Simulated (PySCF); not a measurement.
The numbers are results of B3LYP-D3(BJ)/def2-TZVP (PySCF), not measurements. All species are isolated molecules in the gas phase. B3LYP has the VWN-RPA correlation part, as in Gaussian. Delta-SCF ions had no search for a lower state. Excitations are Tamm–Dancoff values on a coarser integration grid. The basis has no diffuse functions, so Rydberg states are missing or too high.

Reference species (SMILES): `O=[Si]=O` (neutral, multiplicity 1).

The S1 oscillator strength is 0.000 and the adiabatic ionisation energy (no zero-point term) is 12.43 eV. The S1–T1 gap (TDA) comes out as 0.43 eV. The vertical ionisation energy (Delta-SCF) is 12.50 eV.

Changed species: `C(=C)=O`.

**Question.** Give the shifts of the S1 oscillator strength, adiabatic ionisation energy (no zero-point term), S1–T1 gap (TDA) and vertical ionisation energy (Delta-SCF).

**Answer.** the S1 oscillator strength hardly moves; the adiabatic ionisation energy (no zero-point term) falls by 2.80 eV, to 9.63 eV; the S1–T1 gap (TDA) drops by 0.06 eV, to 0.37 eV; the vertical ionisation energy (Delta-SCF) decreases by 2.70 eV, to 9.80 eV.
